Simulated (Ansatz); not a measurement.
A made-up structure of Si2H3O, doublet:

```xyz
6
angstrom
O -1.0804 -0.6245 -0.7693
Si -0.8288 -0.5674 0.8908
Si 0.7531 0.5915 0.3308
H -1.7155 -1.0816 -0.8480
H 1.4533 0.8527 -1.0766
H 1.4184 0.8293 1.4724
```

It is relaxed with PBE-D4/def2-SVP and then PBE0-D4/def2-TZVP (Ansatz 0.2.0). Atoms count as bonded within 1.22 times the sum of their covalent radii (H–H: 0.88 Å). The end point is not checked to be a true minimum.

(1) Does its bonding change? (A judgement: the text doesn't fix the answer.)

Answers

(1) By the calculation: No: no bond forms or breaks.

Where it ends: The first stage lowers the energy by 3.03 eV in 8 steps. It ends as Si₂H₃O ([OH][Si][SiH2]):
```json
{"atom": "O1", "x (Å)": "-1.3524", "y (Å)": "-0.7974", "z (Å)": "-0.8512"}
{"atom": "Si2", "x (Å)": "-0.9420", "y (Å)": "-0.6317", "z (Å)": "0.7579"}
{"atom": "Si3", "x (Å)": "0.9502", "y (Å)": "0.6982", "z (Å)": "0.4055"}
{"atom": "H4", "x (Å)": "-2.1333", "y (Å)": "-1.3367", "z (Å)": "-1.0000"}
{"atom": "H5", "x (Å)": "1.6648", "y (Å)": "0.9885", "z (Å)": "-0.8712"}
{"atom": "H6", "x (Å)": "1.8128", "y (Å)": "1.0790", "z (Å)": "1.5591"}
```

Labels in which every atom is bracketed show which atoms are joined, not bond orders.

For scale, one of the runs: PBE0-D4/def2-TZVP relaxation, 123 basis functions, launched by `ansatz run in.yaml --threads 2 --pin off --events-out ev --progress --plain --max-ram 4352MiB`. Hardware: 2 CPU threads of an Arm Neoverse V2, shared host. Wall time about 29 s.
